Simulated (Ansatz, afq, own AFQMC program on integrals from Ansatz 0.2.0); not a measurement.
# AFQMC, coupled cluster and functionals along a coordinate of CH₃N, singlet

```xyz
5

N     0.0000    0.0582    0.5542
C     0.0000   -0.1584   -0.7297
H     0.0000    0.9667    1.0152
H     0.0000   -0.7270    1.1922
H     0.0000    0.8384   -1.2134
```

One side is turned about N1–C2. Energies in kcal/mol count from this geometry (0.000 °) at the same level; the start stands on RHF, each point on the determinant named.

Basis cc-pVDZ. Noble-gas cores (and the filled d shells of Ga–Kr and In–Xe) are frozen. Ansatz 0.2.0 and our own AFQMC program on the same integrals; the CISD trial comes from CCSD amplitudes, and released means the phaseless constraint is let go. Uncertainties: one standard error, sampling alone.

Cautions, each for one point or more: cluster runs in doubt by the program's own checks; higher spins were not checked; raised T1 diagnostic; restricted determinant unstable towards unrestricted; strong correlation; unrestricted determinant spin contaminated; walk and cluster series may follow different spin states.

```tsv
twist about N1–C2 / °	det.	T1	weight	⟨S²⟩	CCSD(T)	ph-AFQMC/CISD	wB97M-V	CCSD
62.500	RHF	0.034	0.86	pure	40.6	40.0 ± 0.7	39.8	40.8
90.000	UHF¶	0.050	0.82	0.95	55.5	74.9 ± 0.7	58.6§	57.0
150.000	RHF	0.019	0.88	pure	11.1	11.0 ± 0.7	10.8	11.1
```

Weight is that of the determinant in the CISD state; at the start T1 is 0.017 and the weight 0.88. ¶ marks points with a poor determinant and no full CI, where no value is sure; they don't count among the departures. Symmetry can't show for every point that it stays on the start's state. § marks a functional whose ⟨S²⟩ is too high by over 0.1. Largest departures from phaseless AFQMC with a CISD trial: CCSD(T) 0.6 kcal/mol at 62.500 (on RHF) (within the noise), CCSD 0.9 kcal/mol at 62.500 (on RHF) (within the noise). The walk's constraint bias lies outside its error bars, so these are departures and not errors. The functionals aren't scored here. In this small basis the wave-function levels are far from their limit, so their gap to the functionals isn't the functionals' error.

Some points may be missing: those where a free walk finds a much lower state, and past Zn most of those on another determinant than at the start.

A walk keeps the symmetry of its determinant, which the program's search chose and which needn't be the lowest solution, so a lower state of the same spin and another symmetry isn't excluded.
